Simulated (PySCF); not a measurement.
Compound: C₃H₄FO₂ (charge +1).
SMILES: `CO[C@H](F)C#[O+]`

Method: EOM-IP-CCSD/aug-cc-pVDZ in PySCF, restricted Hartree–Fock reference, frozen core, non-relativistic, gas phase, PBE0-D3(BJ)/def2-SVP geometry.

The vertical ionisation energies are 17.14, 18.21 eV.

Which Hartree–Fock orbital leads each hole, and what is its Koopmans value −ε?

| leading hole (HF orbital) | Koopmans (eV) | EOM-IP-CCSD (eV) | change (eV) | one-hole share |
| --- | --- | --- | --- | --- |
| HOMO | 18.71 | 17.14 | -1.57 | 0.95 |
| HOMO-1 | 19.58 | 18.21 | -1.37 | 0.96 |

Does the order of the lines follow the orbital energies?

Yes, no two lines change places. The corrections run from -1.57 to -1.37 eV, with a mean of -1.47 eV over the 2 lines; no line lies above its Koopmans value.

At what kinetic energies would He II light (40.81 eV) eject these electrons?

23.67 eV (HOMO), 22.60 eV (HOMO-1).

What total energy has the lowest final state, and which wavelength reaches it?

E(CCSD) + ionisation energy = -365.82473 + 0.62994 = -365.19479 Eh, at the geometry of the initial state. The threshold wavelength is 1239.84 eV nm/17.14 eV = 72.3 nm.

One root was sought for each valence orbital with −ε under 21 eV, eight at most, so deeper holes and satellites are missing; no vibrational structure.

The values belong to the conformer `[CH3:1][O:2][C@H:3]([F:4])[C:5]#[O+:6]`: C1–O2–C3–F4 -97°.
